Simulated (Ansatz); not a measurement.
Breaking the C3–H7 bond in propyne (SMILES C#CC) (multiplicity 1 held, fragments rigid). Energies count from the point at 1.062 Å.
Geometry at that point (charge 0, multiplicity 1):
```tsv
atom	x (Å)	y (Å)	z (Å)
C	-1.2195	-0.1258	-0.1571
C	0.2152	0.0222	0.0277
C	1.3987	0.1443	0.1802
H	-1.4460	-1.0066	-0.7612
H	-1.6396	0.7464	-0.6621
H	-1.7270	-0.2362	0.8033
H	2.4464	0.2524	0.3152
```

R- and RO- levels are restricted; in cc, def2 and unpolarised 6-31G sets they are followed outwards from rest. U- levels take the lowest unrestricted solution at each point, which mixes spins at long bonds. Levels need not reach the same state.

Correlated levels freeze the cores.

The values were computed with Ansatz (Gaussian basis) for Hartree–Fock, density functionals and correlated methods. Values without a source in brackets are computed.

Energies in eV.

```
R (Å)  R-MP2/cc-pVDZ  R-SCS-MP2/cc-pVDZ  U-SCS-MP2/cc-pVDZ  R-CCSD/cc-pVDZ
-----  -------------  -----------------  -----------------  --------------
0.850           1.63               1.64               1.64            1.64
0.956           0.36               0.37               0.37            0.37
1.062           0.00               0.00               0.00            0.00
1.168           0.15               0.14               0.14            0.14
1.274           0.57               0.56               0.56            0.55
1.434           1.44               1.42               1.42            1.39
1.593           2.39               2.36               2.41            2.30
1.858           3.86               3.81               4.85            3.66
2.124           5.04               4.97               5.73            4.68
2.442           6.06               5.94               6.11            5.44
2.867           6.82               6.61               6.25            5.92
3.398           7.02               6.66               6.29            6.12
```

Doubts at one or more of the structures used: a restricted determinant that unrestricted orbitals would lower (R-MP2/cc-pVDZ, R-SCS-MP2/cc-pVDZ, R-CCSD/cc-pVDZ); a spin-contaminated determinant (U-SCS-MP2/cc-pVDZ); other coupled-cluster roots lie near (R-CCSD/cc-pVDZ).

Ansatz is an electronic-structure program.
